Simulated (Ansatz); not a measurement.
# Isomers

Structures of AlSiH4S (charge +1), singlet, relaxed at PBE0-D4/def2-TZVP (vibrations not checked; lower isomers may exist, and structures with a doubtful reference or unclear bonds are left out). Ansatz 0.2.0; basis: def2-TZVPP; cores frozen in the correlated methods. B3LYP uses VWN-RPA correlation.

(1) Rank them by CCSD(T) energy, lowest first, and give each one's height above the lowest. Links in brackets join atoms within 1.22 times the sum of their covalent radii (1.1 for two metals). (An estimate is asked for; the value comes from the calculation.)
A.
AlSiH₄S ([AlH2][S][SiH2]), total charge +1
```
7
angstrom
Al -1.5961 -0.0070 -0.6740
S -0.3740 0.7219 1.1575
Si 1.4519 0.0441 0.6818
H -0.6732 -0.7731 -1.6826
H -3.0922 0.4096 -0.5385
H 2.5594 0.3060 1.6165
H 1.7242 -0.7015 -0.5606
```
B.
AlSiH₄S ([AlH]1[SiH2][SH]1), total charge +1
```
7
angstrom
Si -0.8102 0.2607 -0.7868
Al 0.3763 0.8533 1.1557
S 1.1977 -0.7984 -0.3689
H -0.5920 0.9742 -2.0610
H -1.8801 -0.7574 -0.7793
H 1.0217 1.2976 2.5022
H 0.6867 -1.8301 0.3382
```
C.
AlSiH₄S ([AlH2][SH][SiH]), total charge +1
```
7
angstrom
Al -2.0901 0.1239 -1.1768
S -0.6025 -0.5905 0.4655
Si 1.0634 0.7795 1.0980
H -2.4811 -1.0839 -2.0821
H -2.3321 1.6484 -0.9549
H -0.1560 -1.8115 0.1086
H 1.9349 -0.4550 1.1989
```

(2) Do PBE-D4, r2SCAN-D4, PBE0-D4, B3LYP-D4, wB97M-V, HF, MP2 give the same order? (Judge from chemistry; the calculation decides.)

T1 diagnostic: at most 0.015. The restricted Hartree–Fock reference is unstable towards an unrestricted one at one or more of these structures.

For scale, one of the runs: CCSD(T)/def2-TZVPP, 182 basis functions, launched by `ansatz run in.yaml --threads 2 --pin off --events-out ev --progress --plain --max-ram 4352MiB`. Hardware: 2 CPU threads of an Intel Xeon Platinum 8259CL, shared host. Wall time 30 s; peak host memory 1.5 GiB.

## Answers

(1) Computed: A (0.0 kJ/mol), B (28.3 kJ/mol), C (104.3 kJ/mol). Heights count from the lowest.

(2) By the calculation: All do.
